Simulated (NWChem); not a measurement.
The numbers come from NWChem runs, not from measurements. System: S, charge -1, spin multiplicity 4. Its SCF solution wasn't tested for a lower state. Level: ROCCSD(T)/def2-TZVPD, 5 core orbitals frozen.

Input file:

```
start mol
memory heap 100 mb stack 700 mb global 1900 mb
charge -1
geometry units angstroms nocenter noautoz
  S      0.000000     0.000000     0.000000
  symmetry group D2h
end
basis spherical
  * library def2-tzvpd
end
scf
  rohf
  nopen 3
  maxiter 100
  thresh 1e-7
  semidirect memsize 60000000 filesize 0
  # guess.movecs holds the orbitals of an unrestricted PBE0 run
  vectors input guess.movecs swap 7 9 output mol.movecs
end
tce
  freeze core 5
  ccsd(t)
  2eorb
  2emet 13
  thresh 1e-6
  maxiter 100
  tilesize 24
end
task tce energy
```

Output (cleaned and shortened):

```
             Northwest Computational Chemistry Package (NWChem) 7.3.0
             --------------------------------------------------------

                                NWChem Input Module
                                -------------------

 Scaling coordinates for geometry "geometry" by  1.889725989
 (inverse scale =  0.529177249)

                             Geometry "geometry" -> ""
                             -------------------------

 Output coordinates in angstroms (scale by  1.889725989 to convert to a.u.)

  No.       Tag          Charge          X              Y              Z
 ---- ---------------- ---------- -------------- -------------- --------------
    1 S                   16.0000     0.00000000     0.00000000     0.00000000

 Effective nuclear repulsion energy (a.u.)       0.0000000000

            Nuclear Dipole moment (a.u.)
            ----------------------------
        X                 Y               Z
 ---------------- ---------------- ----------------
     0.0000000000     0.0000000000     0.0000000000

      Symmetry information
      --------------------

 Group name             D2h
 Group number             26
 Group order               8
 No. of unique centers     1

      Symmetry unique atoms

     1


 Summary of "ao basis" -> "" (spherical)
 ------------------------------------------------------------------------------
       Tag                 Description            Shells   Functions and Types
 ---------------- ------------------------------  ------  ---------------------
 *                         def2-tzvpd                 on all atoms

 Summary of "ao basis" -> "ao basis" (spherical)
 ------------------------------------------------------------------------------
       Tag                 Description            Shells   Functions and Types
 ---------------- ------------------------------  ------  ---------------------
 S                         def2-tzvpd               16       46   6s6p3d1f

                                 NWChem SCF Module
                                 -----------------

  ao basis        = "ao basis"
[...]
      Beta frozen virtuals :     0
         Spin multiplicity : quartet
    Number of AO functions :    46
       Number of AO shells :    16
        Use of symmetry is : on
      Symmetry adaption is : on
         Schwarz screening : 0.10D-09

          Correlation Information
          -----------------------
          Calculation type : Coupled-cluster singles & doubles w/ perturbation
   Perturbative correction : (T)
            Max iterations :      100
        Residual threshold : 0.10D-05
     T(0) DIIS level shift : 0.00D+00
     L(0) DIIS level shift : 0.00D+00
     T(1) DIIS level shift : 0.00D+00
     L(1) DIIS level shift : 0.00D+00
     T(R) DIIS level shift : 0.00D+00
     T(I) DIIS level shift : 0.00D+00
   CC-T/L Amplitude update :  5-th order DIIS
                I/O scheme : Global Array Library
        L-threshold :  0.10D-05
        EOM-threshold :  0.10D-05
 no EOMCCSD initial starts read in
 TCE RESTART OPTIONS
 SLICE:      F
 D4D5:       F
 quantumc:   F
 qrotation:  F
 pwtce:      F
 qducc:      F
 nacto:                         0
 nrotv:                         0
 nrot:                          0

            Memory Information
            ------------------
          Available GA space size is     249032568 doubles
          Available MA space size is     104853732 doubles

 Maximum block size supplied by input
 Maximum block size        24 doubles

 tile_dim =      8

 -------------------------------------------------

 Global array virtual files algorithm will be used

 Parallel file system coherency ......... OK

 4-electron integrals stored in orbital form

 v2    file size   =            77404
 4-index algorithm nr.  13 is used
 imaxsize =       30
 imaxsize ichop =        0


CCSD iterations
 ---------------------------------------------------------
 Iter          Residuum       Correlation     Cpu    Wall
 ---------------------------------------------------------
    1   0.0922048793240  -0.1493940059169     0.8     0.8
    2   0.0221599576772  -0.1543785126518     0.8     0.8
    3   0.0077664281792  -0.1576130337055     0.7     0.7
    4   0.0039553316257  -0.1579774576501     0.8     0.8
    5   0.0031310271225  -0.1582197907305     0.7     0.7
    6   0.0006711926103  -0.1582947147587     0.7     0.7
    7   0.0002631752469  -0.1582853637252     0.7     0.7
    8   0.0001487217797  -0.1582871277709     0.8     0.8
    9   0.0001213553146  -0.1582876285311     0.8     0.8
   10   0.0001124881798  -0.1582894561032     0.8     0.8
   11   0.0000133315461  -0.1582893921172     0.7     0.7
   12   0.0000077307783  -0.1582894398529     0.7     0.7
   13   0.0000057048650  -0.1582895847275     0.7     0.7
   14   0.0000047470308  -0.1582896181265     0.7     0.7
   15   0.0000041987292  -0.1582896389211     0.7     0.7
   16   0.0000003425938  -0.1582896751464     0.7     0.7
 -----------------------------------------------------------------
 Iterations converged
 CCSD correlation energy / hartree =        -0.158289675146422
 CCSD total energy / hartree       =      -397.552026344769956

 Singles contributions

 Doubles contributions
 CCSD(T)
 Using plain CCSD(T) code
             total no. of tasks         3157
 total no. of tasks / no. procs         3157
                         wl_min            1           1.0
                         wl_max          512           2.8
        thresh for no. of tasks         3157

 CCSD[T]  correction energy / hartree =        -0.007033766805096
 CCSD[T] correlation energy / hartree =        -0.165323441951518
 CCSD[T] total energy / hartree       =      -397.559060111575036
 CCSD(T)  correction energy / hartree =        -0.007055349157693
 CCSD(T) correlation energy / hartree =        -0.165345024304115
 CCSD(T) total energy / hartree       =      -397.559081693927624

 Task  times  cpu:       15.0s     wall:       15.0s

 Total times  cpu:       15.0s     wall:       15.0s
```
